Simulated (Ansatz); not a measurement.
**AlBH2+ (doublet): one geometry, many settings**

Aim: run AlBH2+ (doublet) at one geometry under a spread of methods and options, and see what each costs and gives.

Program: Ansatz 0.2.0, Gaussian basis. Level of theory: the settings change from run to run. These are calculated values, not measurements.

21 further runs of the same task are left out: 8 that didn't finish, 13 set aside as unsound or not needed.

### Step 1. The geometry

The geometry is a PBE0/def2-TZVP stationary point (not a proven minimum) of the parent state, kept for this charge and spin.

4 atoms, charge 1, spin multiplicity 2.

Atoms are counted from 1 here; the program's logs count them from 0.

Bond lengths: B1–Al2 2.079 Å, Al2–H3 1.585 Å, Al2–H4 1.585 Å. Angles: B1–Al2–H3 117.0°, B1–Al2–H4 117.0°, H3–Al2–H4 125.9°.

Coordinates:

| atom | x (Å) | y (Å) | z (Å) |
| --- | --- | --- | --- |
| B1 | 0.0000 | 0.0000 | 1.5511 |
| Al2 | 0.0000 | 0.0000 | -0.5282 |
| H3 | 0.0000 | -1.4113 | -1.2487 |
| H4 | 0.0000 | 1.4113 | -1.2487 |

### Step 2. CCSD(T) on ROHF/6-31G

File in.yaml:

```yaml
crystal:
  periodic: [false, false, false]
  atoms:
    - {symbol: B, position_ang: [0.000000, 0.000000, 1.551119]}
    - {symbol: Al, position_ang: [0.000000, 0.000000, -0.528209]}
    - {symbol: H, position_ang: [0.000000, -1.411327, -1.248716]}
    - {symbol: H, position_ang: [0.000000, 1.411327, -1.248716]}
basis:
  gaussian: {orbitals: 6-31G}
total_charge: 1
magnetization: {spin_polarized: false, initial_magnetization: 1}
correlation: {method: ccsd_t, electrons: outside_noble_gas, diis_vectors: 12}
accuracy: high
scf: {lower_state_search: light}
```

The run is started by

```console
ansatz run in.yaml --threads 1 --pin off --events-out ev --progress --plain --max-ram 2393MiB
```

The program printed (excerpt; [...] marks lines left out):

```text
Functional definition: HF
  name "HF"
  cite "Fock, Z. Phys. 61, 126 (1930) doi:10.1007/BF01340294"
  parent pbe
[...]
602 factors; integrals over basis functions are off by at most 4.1e-9 eV
[...]
mean field -7273.49842304 eV, -267.2961368925 hartree, gradient 5.3e-8 eV, S^2 0.750000; 8 other end points of the search recorded, 0 dependent functions left out
[...]
determinant -7273.49842304 eV, -267.2961368925 hartree, with singles and doubles -7275.79510539 eV, -267.3805384119 hartree
determinant -7272.19535701 eV, -267.2482500990 hartree, with singles and doubles -7274.67933398 eV, -267.3395345691 hartree
determinant -7271.79614619 eV, -267.2335793722 hartree, with singles and doubles -7274.19251828 eV, -267.3216444219 hartree
6 core orbitals not correlated: weight in the atoms' cores, before any rotation towards them, 1.000 or more for the frozen orbitals, at most 0.000 for the correlated occupied ones
reference -7273.49842304 eV, -267.2961368925 hartree; 4, 3 occupied and 16, 17 virtual orbitals, 602 factors
second order -1.45912890 eV of doubles, -0.01779546 eV of singles
cycle   1  -2.29641460 eV  change    2.7e-4 eV  update   6.4e-4
[...]
cycle  21  -2.29641565 eV  change   2.5e-10 eV  update  1.7e-10
perturbative correction -0.03887487 eV, -0.0014286253 hartree
Total energy: -7275.83371357 eV, -267.3819572365 hartree
```

Wall time 1.3 s (1 thread of Intel Xeon Platinum 8488C, shared host).

From the report: correlation -2.3353 eV; T1 0.029; largest double amplitude 0.08.

### Step 3. CCSDT(Q) on UHF/6-31G

Edit in.yaml of step 2 so:

```diff
@@ -10,5 +10,4 @@
 total_charge: 1
-magnetization: {spin_polarized: false, initial_magnetization: 1}
-correlation: {method: ccsd_t, electrons: outside_noble_gas, diis_vectors: 12}
-accuracy: high
-scf: {lower_state_search: light}
+magnetization: {spin_polarized: true, initial_magnetization: 1}
+correlation: {method: ccsdt_q, electrons: valence}
+output: {forces: true}
```

The command is unchanged.

The program printed (excerpt; [...] marks lines left out):

```text
Functional definition: HF
  name "HF"
  cite "Fock, Z. Phys. 61, 126 (1930) doi:10.1007/BF01340294"
  parent pbe
[...]
571 factors; integrals over basis functions are off by at most 1.6e-7 eV
[...]
mean field -7273.52744164 eV, -267.2972033064 hartree, gradient 1.8e-6 eV, S^2 0.753811; 10 other end points of the search recorded, 0 dependent functions left out
determinant -7273.52744164 eV, -267.2972033064 hartree, with singles and doubles -7275.79702129 eV, -267.3806088199 hartree
determinant -7272.32193328 eV, -267.2529016912 hartree, with singles and doubles -7274.66830371 eV, -267.3391292142 hartree
determinant -7271.93915601 eV, -267.2388348859 hartree, with singles and doubles -7274.18190019 eV, -267.3212542145 hartree
determinant -7270.29252867 eV, -267.1783224474 hartree, with singles and doubles -7272.41493571 eV, -267.2563194675 hartree
[...]
6 core orbitals not correlated: weight in the atoms' cores, before any rotation towards them, 1.000 or more for the frozen orbitals, at most 0.000 for the correlated occupied ones
reference -7273.52744164 eV, -267.2972033064 hartree; 4, 3 occupied and 16, 17 virtual orbitals, 571 factors
second order -1.45653831 eV of doubles, -0.00000000 eV of singles
cycle   1  -1.91163033 eV  change   -4.6e-1 eV  update   7.3e-2
[...]
cycle  21  -2.32639782 eV  change   -2.2e-7 eV  update   2.2e-7
perturbative correction -0.00138575 eV, -0.0000509255 hartree
[...]
Total energy: -7275.85522522 eV, -267.3827477750 hartree
Atom 0 at     0.000000     0.000000     1.551119 Å, force     0.000000    -0.000000     2.700406 eV/Å
Atom 1 at     0.000000     0.000000    -0.528209 Å, force    -0.000000     0.000000    -3.106948 eV/Å
Atom 2 at     0.000000    -1.411327    -1.248716 Å, force     0.000000    -0.421978     0.203271 eV/Å
Atom 3 at     0.000000     1.411327    -1.248716 Å, force     0.000000     0.421978     0.203271 eV/Å
Dipole moment:     0.000000     0.000000     0.711016 e Å
```

Wall time 9.5 s (1 thread of Intel Xeon Platinum 8488C, shared host).

From the report: ⟨S²⟩ of the determinant 0.754 (pure doublet: 0.75); correlation -2.3278 eV; T1 0.027; largest double amplitude 0.08.

### Step 4. CCSD(T) on ROHF/6-31G

Edit in.yaml of step 3 so:

```diff
@@ -10,4 +10,4 @@
 total_charge: 1
-magnetization: {spin_polarized: true, initial_magnetization: 1}
-correlation: {method: ccsdt_q, electrons: valence}
+magnetization: {spin_polarized: false, initial_magnetization: 1}
+correlation: {method: ccsd_t, electrons: all}
 output: {forces: true}
```

The command is unchanged.

The program printed (excerpt; [...] marks lines left out):

```text
Functional definition: HF
  name "HF"
  cite "Fock, Z. Phys. 61, 126 (1930) doi:10.1007/BF01340294"
  parent pbe
[...]
328 factors; integrals over basis functions are off by at most 1.5e-4 eV
[...]
mean field -7273.49832967 eV, -267.2961334612 hartree, gradient 1.9e-6 eV, S^2 0.750000; 8 other end points of the search recorded, 0 dependent functions left out
[...]
determinant -7273.49832967 eV, -267.2961334612 hartree, with singles and doubles -7275.91267212 eV, -267.3848589096 hartree
determinant -7272.19525801 eV, -267.2482464609 hartree, with singles and doubles -7274.79828061 eV, -267.3439057771 hartree
determinant -7271.79605372 eV, -267.2335759737 hartree, with singles and doubles -7274.31198861 eV, -267.3260348758 hartree
reference -7273.49832967 eV, -267.2961334612 hartree; 10, 9 occupied and 16, 17 virtual orbitals, 328 factors
second order -1.58494107 eV of doubles, -0.01790375 eV of singles
cycle   1  -2.41402846 eV  change    3.1e-4 eV  update   6.6e-4
[...]
cycle  10  -2.41409854 eV  change    4.5e-7 eV  update   5.8e-7
perturbative correction -0.04287525 eV, -0.0015756364 hartree
[...]
Total energy: -7275.95530346 eV, -267.3864255826 hartree
Atom 0 at     0.000000     0.000000     1.551119 Å, force     0.000000    -0.000000     2.699195 eV/Å
Atom 1 at     0.000000     0.000000    -0.528209 Å, force    -0.000000     0.000000    -3.129179 eV/Å
Atom 2 at     0.000000    -1.411327    -1.248716 Å, force     0.000000    -0.411156     0.214992 eV/Å
Atom 3 at     0.000000     1.411327    -1.248716 Å, force    -0.000000     0.411156     0.214992 eV/Å
Dipole moment:    -0.000000     0.000000     0.715596 e Å
```

Run time: 2.3 s. Hardware: 1 thread of Intel Xeon Platinum 8488C, shared host.

From the report: correlation -2.4570 eV; T1 0.018; largest double amplitude 0.08.

### Step 5. MRCISD+Q(relaxed)(5,8)/STO-3G

Edit in.yaml of step 4 so:

```diff
@@ -8,6 +8,6 @@
 basis:
-  gaussian: {orbitals: 6-31G}
+  gaussian: {orbitals: STO-3G}
 total_charge: 1
 magnetization: {spin_polarized: false, initial_magnetization: 1}
-correlation: {method: ccsd_t, electrons: all}
-output: {forces: true}
+hamiltonian: {pseudopotentials: {relativity: scalar}}
+correlation: {method: fic_mrcisd_q_relaxed, electrons: outside_noble_gas, active_space: {window: {electrons: 5, orbitals: 8}}}
```

Launched as before.

The program printed (excerpt; [...] marks lines left out):

```text
Functional definition: HF
  name "HF"
  cite "Fock, Z. Phys. 61, 126 (1930) doi:10.1007/BF01340294"
  parent pbe
[...]
179 factors; integrals over basis functions are off by at most 1.6e-4 eV
[...]
mean field -7198.22782565 eV, -264.5299934586 hartree, gradient 8.9e-6 eV, S^2 0.750000; 6 other end points of the search recorded, 0 dependent functions left out
reference -7198.22782565 eV, -264.5299934586 hartree; 10, 9 occupied and 6, 7 virtual orbitals, 179 factors
state -7199.73045650 eV, -264.5852141236 hartree
contracted CI cycle   1: correlation 0.00000000 eV, 0.0000000000 hartree, residual 4.59e0 eV
contracted CI cycle   2: correlation -0.64104710 eV, -0.0235580463 hartree, residual 1.03e0 eV
contracted CI cycle   3: correlation -0.67612272 eV, -0.0248470517 hartree, residual 3.02e-1 eV
contracted CI cycle   4: correlation -0.67913009 eV, -0.0249575704 hartree, residual 1.56e-1 eV
[...]
contracted CI cycle   6: correlation -0.68533311 eV, -0.0251855274 hartree, residual 3.88e-2 eV
contracted CI cycle   7: correlation -0.68538046 eV, -0.0251872674 hartree, residual 2.12e-2 eV
contracted CI cycle   8: correlation -0.68539404 eV, -0.0251877663 hartree, residual 1.03e-2 eV
contracted CI cycle   9: correlation -0.68539790 eV, -0.0251879082 hartree, residual 5.90e-3 eV
contracted CI cycle  10: correlation -0.68539917 eV, -0.0251879549 hartree, residual 3.84e-3 eV
contracted CI cycle  11: correlation -0.68539968 eV, -0.0251879738 hartree, residual 2.37e-3 eV
contracted CI cycle  12: correlation -0.68539984 eV, -0.0251879796 hartree, residual 1.30e-3 eV
state -7199.72660576 eV, -264.5850726117 hartree; corrected -7200.42939153 eV, -264.6108995123 hartree
state -7199.72660576 eV, -264.5850726117 hartree; corrected -7200.42939153 eV, -264.6108995123 hartree
WARN: the results are in doubt because another end's mean lies 0.004 eV lower, and its corrected mean 0.001 eV higher
Total energy: -7200.42939153 eV, -264.6108995123 hartree
Relativity: scalar
In doubt: another end's mean lies 0.004 eV lower, and its corrected mean 0.001 eV higher
```

Wall time 11 s (1 thread of Intel Xeon Platinum 8488C, shared host).

From the report: 882 determinants; active occupations 1.96, 1.92, 0.99, 0.05, 0.04, 0.03, 0.01, 0.00. Mind the lines of doubt at the end of the log.

### Step 6. CISD/x2c-TZVPPall

File in.yaml:

```yaml
crystal:
  periodic: [false, false, false]
  atoms:
    - {symbol: B, position_ang: [0.000000, 0.000000, 1.551119]}
    - {symbol: Al, position_ang: [0.000000, 0.000000, -0.528209]}
    - {symbol: H, position_ang: [0.000000, -1.411327, -1.248716]}
    - {symbol: H, position_ang: [0.000000, 1.411327, -1.248716]}
basis:
  gaussian: {orbitals: x2c-TZVPPall, point_charges: [{charge: 1.00, position_ang: [2.954, -0.699, 0.880]}]}
total_charge: 1
magnetization: {spin_polarized: false, initial_magnetization: 1}
correlation: {active_space: {ras: {orbitals: [3, 1, 91], electrons: 7, max_holes: 2, max_particles: 2}, fixed_orbitals: true}}
```

The command is unchanged.

The program printed:

```text
Functional definition: HF
  name "HF"
  cite "Fock, Z. Phys. 61, 126 (1930) doi:10.1007/BF01340294"
  parent pbe
  exchange = exact_x
  correlation = 0
588 factors; integrals over basis functions are off by at most 1.5e-3 eV
mean field evaluation 1: about -7280.7432 eV, gradient 1.1e1 eV
mean field evaluation 2: about -7280.7447 eV, gradient 1.1e1 eV
mean field evaluation 4: about -7282.2073 eV, gradient 2.1e0 eV
mean field evaluation 8: about -7282.3640 eV, gradient 4.4e-1 eV
mean field evaluation 16: about -7282.3938 eV, gradient 2.9e-6 eV
mean field evaluation 32: about -7282.3434 eV, gradient 1.3e0 eV
mean field -7282.39375797 eV, -267.6230344218 hartree, gradient 3.1e-6 eV, S^2 0.750000; 7 other end points of the search recorded, 0 dependent functions left out
reference -7282.39375797 eV, -267.6230344218 hartree; 10, 9 occupied and 91, 92 virtual orbitals, 588 factors
state -7286.15237296 eV, -267.7611609750 hartree
Total energy: -7286.15237296 eV, -267.7611609750 hartree
Relativity: scalar
```

Wall time 22 s (1 thread of Intel Xeon Platinum 8488C, shared host); peak memory 0.79 GiB.

From the report: 199,931 determinants.

### Step 7. The runs in one table

Where basis and cores are those of an earlier FCI/6-31G run (-7275.8554 eV), and the state is the same kind, the miss against it is given. † marks a result that the program doubts.

```
                                           level         correlated  functions  energy (eV)  from FCI (meV)   time
                           CCSD(T) on ROHF/6-31G  outside noble gas         26   -7275.8337            21.7  1.3 s
                           CCSDT(Q) on UHF/6-31G            valence         26   -7275.8552             0.2  9.5 s
                           CCSD(T) on ROHF/6-31G                all         26   -7275.9553                  2.3 s
MRCISD+Q(relaxed)(5,8)/STO-3G (relativity set) †  outside noble gas         16   -7200.4294                   11 s
       CISD/x2c-TZVPPall (beside a point charge)            valence        101   -7286.1524                   22 s
```

### Step 8. Results

| quantity | value |
| --- | --- |
| runs | 5 |
| quickest | CCSD(T) on ROHF/6-31G, 1.3 s |
| slowest | CISD/x2c-TZVPPall (beside a point charge), 22 s |

Total energies in different bases, with other cores or another treatment of relativity can't be set against each other. CISD/x2c-TZVPPall (beside a point charge) took 17 times as long as CCSD(T) on ROHF/6-31G; the jobs differ in more than the method. Among the correlated runs with a miss given, it spans +0 to +22 meV.
